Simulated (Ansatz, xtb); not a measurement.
## Relative energy of two isomers of CH5NSi−

Structure a is the doublet with the links of `[CH2][N-][SiH3]` and structure b is the doublet with the links of `C[SiH][NH-]`. Both are isolated ions in the gas phase, relaxed with BLYP-D3(BJ)/def2-SVPD; the shapes shown needn't be the lowest conformers.

a (Å):

```json
{"atom": "C", "x (Å)": "-2.5156", "y (Å)": "-0.5188", "z (Å)": "2.0067"}
{"atom": "N", "x (Å)": "-2.6599", "y (Å)": "0.7838", "z (Å)": "1.6175"}
{"atom": "Si", "x (Å)": "-3.2290", "y (Å)": "1.2969", "z (Å)": "0.0980"}
{"atom": "H", "x (Å)": "-2.1050", "y (Å)": "-0.7444", "z (Å)": "3.0100"}
{"atom": "H", "x (Å)": "-2.6491", "y (Å)": "-1.3946", "z (Å)": "1.3313"}
{"atom": "H", "x (Å)": "-3.2351", "y (Å)": "2.8083", "z (Å)": "0.0097"}
{"atom": "H", "x (Å)": "-2.4425", "y (Å)": "0.8309", "z (Å)": "-1.1481"}
{"atom": "H", "x (Å)": "-4.6604", "y (Å)": "0.8734", "z (Å)": "-0.3053"}
```

b (Å):

```xyz
8

C    -2.9860    1.3570    0.0539
N    -2.8963   -0.5641    2.5412
Si   -2.5804   -0.3940    0.8695
H    -4.0314    1.6732    0.2765
H    -2.8624    1.3221   -1.0516
H    -2.3093    2.1475    0.4409
H    -3.5703   -1.3101    0.1254
H    -2.4450    0.1576    3.1255
```

Quicker runs give these differences E(b) − E(a): GFN2-xTB +0.892 eV; HF/STO-3G −0.430 eV (at GFN2-xTB geometries); r2SCAN-D4/def2-SVPD −0.638 eV (at GFN2-xTB geometries).

Problem. Estimate which is lower in electronic energy at CCSD(T)/def2-SVPD + ΔMP2/def2-TZVPPD, and by roughly how much.

Solution. The CCSD(T)/def2-SVPD + ΔMP2/def2-TZVPPD calculation puts structure b lower, by 0.691 eV.

Level by level:

```json
{"level": "GFN2-xTB", "geometry": "GFN2-xTB", "E(b) − E(a) (eV)": "+0.892", "departure from the last row (eV)": "+1.582", "job, with rough time for the two": "optimisation, 0.15 s"}
{"level": "HF/STO-3G", "geometry": "GFN2-xTB", "E(b) − E(a) (eV)": "−0.430", "departure from the last row (eV)": "+0.260", "job, with rough time for the two": "single point, 0.22 s"}
{"level": "r2SCAN-D4/def2-SVPD", "geometry": "GFN2-xTB", "E(b) − E(a) (eV)": "−0.638", "departure from the last row (eV)": "+0.052", "job, with rough time for the two": "single point, 5.5 s"}
{"level": "BLYP-D3(BJ)/def2-SVPD", "geometry": "BLYP-D3(BJ)/def2-SVPD", "E(b) − E(a) (eV)": "−0.560", "departure from the last row (eV)": "+0.131", "job, with rough time for the two": "optimisation, 47 s"}
{"level": "HF/def2-SVPD", "geometry": "BLYP-D3(BJ)/def2-SVPD", "E(b) − E(a) (eV)": "−0.402", "departure from the last row (eV)": "+0.289", "job, with rough time for the two": "part of the CCSD(T) run"}
{"level": "MP2/def2-SVPD", "geometry": "BLYP-D3(BJ)/def2-SVPD", "E(b) − E(a) (eV)": "−0.675", "departure from the last row (eV)": "+0.016", "job, with rough time for the two": "part of the CCSD(T) run"}
{"level": "CCSD(T)/def2-SVPD", "geometry": "BLYP-D3(BJ)/def2-SVPD", "E(b) − E(a) (eV)": "−0.655", "departure from the last row (eV)": "+0.036", "job, with rough time for the two": "single point"}
{"level": "CCSD(T)/def2-SVPD + ΔMP2/def2-TZVPPD", "geometry": "BLYP-D3(BJ)/def2-SVPD", "E(b) − E(a) (eV)": "−0.691", "departure from the last row (eV)": "", "job, with rough time for the two": "single point, 57 s"}
```

As drawn, b has 1 C–Si, 1 C–H, 1 N–H in place of 1 C–N, 2 Si–H.

GFN2-xTB puts the two in the other order. The largest departure from CCSD(T)/def2-SVPD + ΔMP2/def2-TZVPPD is that of GFN2-xTB, 1.582 eV. The last row adds to CCSD(T) the change of the MP2 difference between the two basis sets, here −0.036 eV.

With harmonic frequencies from BLYP-D3(BJ)/def2-SVPD (ideal gas, rigid rotor, one conformer each, 298.15 K, 1 atm): the zero-point term adds +0.165 eV; ΔH is −0.540 and ΔG −0.508 eV.

Open shells are spin-unrestricted. The correlated steps freeze 7 core orbitals. Mirror images aren't counted in ΔG. Codes used: Ansatz 0.2.0, xtb 6.7.1; the last row on 2 threads of Arm Neoverse V1 on a shared host.
